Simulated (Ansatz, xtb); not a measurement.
# C5H10O: which of two isomers lies lower

Structure I: `C[C@H]1C[C@@H](O)C1`, a singlet. Structure II: `C[C@@H]1CC[C@H]1O`, a singlet. Both are isolated molecules in the gas phase, relaxed with PBE0-D3(BJ)/def2-SVP; the shapes shown needn't be the lowest conformers.

I (Å):

```xyz
16

C    -1.4712    0.5167   -2.5966
C    -0.7634    0.0458   -1.3461
C     0.4919    0.8006   -0.8598
C     0.0249    0.5686    0.5773
C    -1.3973    0.3282    0.0324
O     0.2575    1.6339    1.4464
H    -0.8476    0.3645   -3.4920
H    -2.4169   -0.0267   -2.7522
H    -1.7084    1.5910   -2.5326
H    -0.5351   -1.0305   -1.4310
H     0.4141    1.8759   -1.0883
H     1.4874    0.4398   -1.1586
H     0.4492   -0.3765    0.9714
H    -0.0606    1.3865    2.3206
H    -2.0284   -0.4453    0.4974
H    -1.9430    1.2858    0.0211
```

II (Å):

| atom | x (Å) | y (Å) | z (Å) |
| --- | --- | --- | --- |
| C | 3.1962 | 1.2091 | -0.4961 |
| C | 1.8774 | 0.7764 | 0.0999 |
| C | 1.7933 | -0.4269 | 1.0623 |
| C | 0.4195 | -0.7688 | 0.4564 |
| C | 0.8366 | 0.0512 | -0.7779 |
| O | -0.0959 | 0.7729 | -1.5127 |
| H | 3.0411 | 1.9660 | -1.2810 |
| H | 3.7195 | 0.3540 | -0.9541 |
| H | 3.8656 | 1.6434 | 0.2632 |
| H | 1.3705 | 1.6395 | 0.5720 |
| H | 1.8501 | -0.2292 | 2.1423 |
| H | 2.5482 | -1.1884 | 0.8084 |
| H | -0.3922 | -0.2553 | 0.9991 |
| H | 0.1381 | -1.8232 | 0.3199 |
| H | 1.3593 | -0.5991 | -1.5004 |
| H | -0.5729 | 1.3457 | -0.9022 |

Energies in hartree; the thermal terms are from GFN2-xTB frequencies at re-optimised GFN2-xTB minima (ideal gas, soft modes damped towards free rotors, one conformer each, 298.15 K, 1 atm) and include the zero-point energy:

|  | I | II |
| --- | --- | --- |
| E, CCSD(T)/def2-SVP | −270.778127 | −270.779154 |
| E, MP2/def2-SVP | −270.685338 | −270.686428 |
| E, MP2/def2-TZVPP | −271.195821 | −271.197057 |
| zero-point energy | 0.140804 | 0.141053 |
| H(298 K) − E | 0.148398 | 0.148603 |
| G(298 K) − E | 0.110690 | 0.110995 |

**Question.** Correct the CCSD(T) difference for the basis set by the MP2 change, then work out ΔE, ΔE₀, ΔH and ΔG for I → II in kJ/mol (1 Eh = 2625.50 kJ/mol) and the equilibrium ratio [II]/[I].

**Answer.** 1. Differences II − I: CCSD(T) −0.001027, MP2 in the small set −0.001090, MP2 in the large set −0.001236 Eh.
2. ΔE = −0.001027 + (−0.001236 − (−0.001090)) = −0.001173 Eh = −3.08 kJ/mol.
3. ΔE₀ = ΔE + ΔZPE = −0.001173 + (+0.000249) Eh = −2.43 kJ/mol.
4. ΔH = ΔE + (+0.000205) Eh = −2.54 kJ/mol.
5. ΔG = ΔE + (+0.000305) Eh = −2.28 kJ/mol, so ΔS = (ΔH − ΔG)/T = −0.9 J/(mol K).
6. kT = 0.9442 mEh, so K = [II]/[I] = exp(−ΔG/kT) = exp(+0.92) ≈ 2.5.

The two are too close for this level to say which is favoured. An error of 4 kJ/mol in ΔG would change K by a factor of 5. Mirror images and further conformers aren't counted.

As drawn, both hold the same kinds of bond in the same numbers.

Other levels gave ΔE = −6.6 (GFN2-xTB); −3.1 (HF/STO-3G, GFN2-xTB geometries); −1.6 (r2SCAN-D4/def2-SVP, GFN2-xTB geometries); −3.3 (PBE0-D3(BJ)/def2-SVP); −1.0 (HF/def2-SVP); −2.9 (MP2/def2-SVP); −2.7 (CCSD(T)/def2-SVP) kJ/mol. The correlated steps freeze 6 core orbitals. Programs: Ansatz 0.2.0, xtb 6.7.1.
